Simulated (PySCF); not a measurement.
acetamide cation (C2H5NO), SMILES CC(N)=O (connectivity only; charge and spin as stated), charge +1, multiplicity 2. Atoms are numbered in the order given.

```xyz
9

C     -0.5100    -1.3059     0.0000
C      0.0828     0.0881     0.0000
N     -0.6292     1.1850     0.0000
O      1.3462     0.0814     0.0000
H     -1.1210    -1.4071     0.9127
H     -1.1210    -1.4071    -0.9127
H      0.2775    -2.0723     0.0000
H     -0.1907     2.1075     0.0000
H     -1.6473     1.1384     0.0000
```
Charge +1, spin multiplicity 2.

Geometry: B3LYP-D3(BJ)/def2-SVP. The multiplicity is an assumed one; other spin states were not compared. Other conformers were not sampled.

Computed with PBE/pcH-1 run with PySCF.

Unrestricted Kohn–Sham, ⟨S²⟩ = 0.753. Hyperfine tensors hold the contact and dipolar terms, without spin-orbit corrections.

Computed hyperfine couplings:
```tsv
nucleus	A(iso) (MHz)	A(iso) (G)	dipolar principal values (MHz)
13C no. 1	33.8	12.1	-17.0, -15.9, 32.9
13C no. 2	-21.0	-7.5	-12.8, 1.3, 11.5
14N no. 3	18.4	6.6	-3.6, -1.5, 5.0
17O no. 4	-28.9	-10.3	-254.6, 121.6, 133.0
1H no. 5	41.0	14.6	-8.5, -1.8, 10.2
1H no. 6	41.0	14.6	-8.5, -1.8, 10.2
1H no. 7	15.0	5.4	-11.5, -4.1, 15.6
1H no. 8	0.0	0.0	-6.1, -2.9, 9.0
1H no. 9	6.8	2.4	-4.3, -1.2, 5.5
```

**Question.** And the g tensor (effective nuclear charges for spin-orbit coupling, GIAO)? (An estimate is asked for; the answer gives what the named calculation found.)

**Answer.** principal values 2.0025, 2.0072, 2.0145; isotropic 2.0081.
